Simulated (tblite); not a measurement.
C3H5Cl2 (doublet state).
Geometry (GFN2-xTB, Å), atoms numbered from 1 in this order:
```xyz
10
C3H5Cl2 angstrom
C     -1.2061    0.0867   -0.5460
C      0.0985    0.5546   -0.0201
Cl     0.1343    2.0896    0.7269
C      1.2091   -0.3291    0.2037
Cl     0.9558   -1.3424    1.7967
H     -1.0498   -0.6821   -1.2999
H     -1.8147   -0.3503    0.2525
H     -1.7698    0.9111   -0.9771
H      1.2985   -1.1068   -0.5491
H      2.1531    0.1734    0.3898
```

Computed values, GFN2-xTB/tblite, gas phase, harmonic and unscaled. Errors from tens to a few hundred cm⁻¹ against measured bands are possible. One conformer, not necessarily the lowest. Open shells enter through the occupations alone, without spin polarisation, and single modes of such species can be off by tens of per cent.

Harmonic wavenumbers (cm⁻¹): 66.4, 73.2, 131.3, 311.5, 340.0, 386.5, 451.8, 648.2, 877.9, 964.5, 1000.2, 1055.5, 1143.0, 1190.1, 1298.1, 1387.0, 1414.1, 1447.9, 1454.1, 2927.1, 3009.0, 3026.1, 3030.4, 3035.3.

A = 4769, B = 1797, C = 1492 MHz; mass 110.977 u (most abundant isotopes); point group C1, symmetry number 1; spin multiplicity 2.

Task: What is the zero-point energy?

Result: Half the sum of the wavenumbers: 15335 cm⁻¹ = 43.84 kcal/mol.

Task: What is S at 500 K and 1 bar for an ideal gas of classical rigid rotors and harmonic oscillators?

Result: Translation 42.62, rotation 29.16, vibration 26.67, spin (R ln 2) 1.38: S = 99.8 cal/(mol K).

Task: And Cp and H(500 K) − H(0)?

Result: Cp = 31.67 cal/(mol K), of which vibrations give 23.72 (their classical limit is 24 R = 47.7); H(500 K) − H(0) = 10.49 kcal/mol without the zero-point energy, 6.51 from vibrations.

Task: How do the functions run with temperature in this model?

Result: 
```csv
T (K),S (cal/(mol K)),Cp (cal/(mol K)),H − H(0) (kcal/mol),G − H(0) (kcal/mol),ln q(vib)
150,72.1,16.8,1.90,-8.91,1.90
250,81.7,21.3,3.81,-16.62,3.42
298.15,85.7,23.5,4.88,-20.66,4.11
400,93.2,27.9,7.50,-29.77,5.53
600,105.9,34.8,13.82,-49.72,8.15
900,121.4,41.5,25.35,-83.90,11.74
```

q(vib) and H(0) count from the zero-point level.

Task: Blend soft modes into free rotors: weight 1/[1 + (100 cm⁻¹/ν̃)⁴] for the oscillator and the rest for a rotor with moment μB/(μ + B), μ = h/(8π²ν), B = 10⁻⁴⁴ kg m². What vibrational entropy results?

Result: 24.11 cal/(mol K) in place of 26.67, which changes −T·S at 500 K by +1.28 kcal/mol.

Task: What must be added to the electronic energy to get the Gibbs energy at 500 K and 1 bar?

Result: ZPE + [H(500 K) − H(0)] − T·S = 43.84 + 10.49 − 49.92 = 4.41 kcal/mol.

Hindered rotation and anharmonicity are outside this model. Other conformers, if any are populated, would add a mixing term that is left out. The structure is chiral; the term R ln 2 for an equal mix with its mirror image is left out.
